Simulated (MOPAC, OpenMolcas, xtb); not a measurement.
## AlPH6 (SMILES [AlH3-][PH3+]): the dipole moment, rung by rung

AlPH6: 8 atoms, total charge 0, spin state singlet. SMILES: `[AlH3-][PH3+]`. The shape comes from GFN2-xTB, which is rough for such elements, and wasn't checked as a minimum.

```xyz
8

Al   -0.4949    0.1767   -1.3831
P     0.3543   -0.1313    0.9808
H     0.4799   -0.8548   -2.0494
H    -1.9713   -0.2569   -1.0780
H    -0.1595    1.7064   -1.4713
H     0.8788    0.9234    1.7045
H     1.3849   -0.9980    1.2968
H    -0.4723   -0.5655    1.9997
```

Quantity: the dipole moment, in D. The values are calculated.

```tsv
level	kind	program	value (D)	CPU time
PM7	semi-empirical	MOPAC	7.12	under 2 s
GFN2-xTB	semi-empirical	xtb	3.86	under 2 s
GFN0-xTB	semi-empirical	xtb	4.70	under 2 s
GFN1-xTB	semi-empirical	xtb	4.33	under 2 s
HF/STO-3G	Hartree–Fock	OpenMolcas	3.85	1.9 s
HF/3-21G	Hartree–Fock	OpenMolcas	4.14	2 s
HF/ANO-R1 (sfX2C)	Hartree–Fock	OpenMolcas	4.49	4.5 s
HF/def2-SVP	Hartree–Fock	OpenMolcas	4.26	3.6 s
PBE/6-31G	GGA	OpenMolcas	4.55	13 s
r2SCAN/6-31G* (spherical functions)	meta-GGA	OpenMolcas	4.21	19 s
```

The values span 3.85 to 7.12 D. Sets without polarisation functions give poor dipoles. Times are those of the runs behind each value, whatever else they computed, on shared processors of several kinds: orders of magnitude only.
